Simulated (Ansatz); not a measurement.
A nudged elastic band was laid between two geometries of C₃H₅FOS (11 atoms, charge 0, multiplicity 1).

Theory: RKS PBE/def2-SVP in Ansatz.

```
movable images  : 5
climbing image  : yes
spring          : 50.0 eV/Å²
optimiser       : quadratic models (default)
start path      : through a guess of the saddle point
force threshold : 0.03 eV/Å
iteration limit : 60
end points      : relaxed
```

Image 0:

```xyz
11
Properties=species:S:1:pos:R:3
C -0.816 -1.058 1.520
S 0.580 -1.152 0.346
C 0.119 0.221 -0.720
F -1.062 0.009 -1.381
C 1.132 1.081 -1.345
O 0.267 1.528 -0.267
H -0.670 -1.879 2.246
H -1.778 -1.202 0.991
H -0.812 -0.089 2.057
H 2.202 0.970 -1.087
H 0.904 1.512 -2.338
```

Image 6:

```xyz
11
Properties=species:S:1:pos:R:3
C -0.073 -0.824 1.796
S -0.456 -1.294 0.267
C -0.274 0.175 -0.950
F -1.061 -0.040 -2.039
C 0.955 0.963 -1.006
O -0.297 1.433 -0.404
H -0.536 0.038 2.292
H -1.841 -1.253 0.002
H 0.654 -1.474 2.296
H 1.764 0.757 -0.280
H 1.230 1.461 -1.953
```

(1) Which bonds break or form, and what moves?

(2) What energy profile does the band end with?

(3) What is the geometry of the highest image?

Answers

(1) Bonds broken: C1–H8. Bonds formed: S2–H8.

(2) The run converged. The highest image is number 2 of 0 to 6, 3.77 eV above the first end and 1.20 eV above the last; the last end lies 2.57 eV above the first. Neighbouring images differ by up to 3.6 eV, so the band resolves the path poorly. Another band between the same ends (5 images) ends at a top of the same energy, where a vibrational analysis finds 1 clearly imaginary mode. The orbitals stay closed-shell, which can raise the energy where a bond breaks towards radicals; this wasn't checked here.

| image | path coordinate (Å) | energy (eV) | C1–H8 (Å) | S2–H8 (Å) |
| --- | --- | --- | --- | --- |
| 0 | 0.00 | 0.00 | 1.11 | 2.44 |
| 1 | 1.22 | 0.18 | 1.10 | 2.27 |
| 2 | 2.44 | 3.77 | 1.65 | 1.45 |
| 3 | 3.80 | 2.70 | 2.37 | 1.37 |
| 4 | 5.16 | 2.67 | 2.43 | 1.38 |
| 5 | 6.51 | 2.61 | 2.46 | 1.39 |
| 6 | 7.87 | 2.57 | 2.55 | 1.41 |

(3) 
```xyz
11
Properties=species:S:1:pos:R:3:forces:R:3
C -0.663 -1.115 2.002 0.00 0.00 0.00
S 0.595 -0.764 0.831 0.02 0.01 0.00
C 0.062 0.425 -0.629 0.00 0.01 0.00
F -1.196 0.121 -1.070 0.00 0.00 0.00
C 1.041 1.039 -1.534 0.01 -0.01 -0.02
O 0.333 1.767 -0.486 -0.01 0.00 0.01
H -1.291 -2.002 1.821 -0.01 0.00 0.00
H -0.617 -1.408 0.377 -0.01 0.00 0.00
H -1.051 -0.305 2.641 0.00 0.00 0.00
H 2.126 0.900 -1.368 0.00 0.00 0.00
H 0.728 1.285 -2.566 0.00 0.00 0.00
```

Run time: 8.2 min on 2 threads of Arm Neoverse V1 (shared host), peak memory 0.15 GiB.
